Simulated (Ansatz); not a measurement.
```yaml
crystal:
  periodic: [false, false, false]
  atoms:
    - {symbol: Al, position_ang: [-0.867424, -0.463349, -0.004875]}
    - {symbol: C, position_ang: [0.612142, 1.021934, 0.010521]}
    - {symbol: N, position_ang: [1.064037, -0.125392, -0.001089]}
    - {symbol: H, position_ang: [1.139482, 1.968419, 0.020259]}
basis:
  gaussian: {orbitals: def2-TZVP}
magnetization: {spin_polarized: true, initial_magnetization: 1}
hamiltonian: {xc: pbe0}
relax: {f_tol: 0.004, max_steps: 80}
```

```sh
$ ansatz run in.yaml --threads 1 --pin off --events-out ev --progress --plain --max-ram 2176MiB
```

Steps of the relaxation (energy above the last step; positions in Å, forces in eV/Å):

```
4
step 1, 55.9 meV
Al   -0.867   -0.463   -0.005   -0.610   -0.370   -0.004
C     0.612    1.022    0.011    1.072   -1.112   -0.011
N     1.064   -0.125   -0.001   -0.379    0.887    0.009
H     1.139    1.968    0.020   -0.083    0.595    0.006
```

```
4
step 2, 21.1 meV
Al   -0.882   -0.475   -0.005   -0.369   -0.209   -0.002
C     0.629    1.018    0.010    0.667   -0.278   -0.003
N     1.061   -0.126   -0.001   -0.133    0.250    0.003
H     1.140    1.985    0.020   -0.164    0.236    0.002
```

```
4
step 3, 1.4 meV
Al   -0.907   -0.488   -0.005    0.010    0.028    0.000
C     0.660    1.016    0.010    0.135   -0.034    0.000
N     1.063   -0.134   -0.001   -0.053    0.076    0.001
H     1.132    2.008    0.021   -0.093   -0.070   -0.001
```

```
4
step 7, 0.0 meV
Al   -0.907   -0.471   -0.005    0.000    0.000    0.000
C     0.669    1.007    0.010    0.000   -0.001    0.000
N     1.073   -0.141   -0.001    0.000    0.001    0.000
H     1.113    2.008    0.021    0.000    0.000    0.000
```

Close pairs at the end: C2–H4 1.095 Å, C2–N3 1.217 Å, Al1–N3 2.007 Å, Al1–C2 2.160 Å.

A stationary point of unrestricted PBE0 after 7 steps, with ⟨S²⟩ = 0.755 against 0.75 for a pure state; no frequencies were run, so it isn't proven a minimum. 32 s on 1 thread of Arm Neoverse V1, shared host.
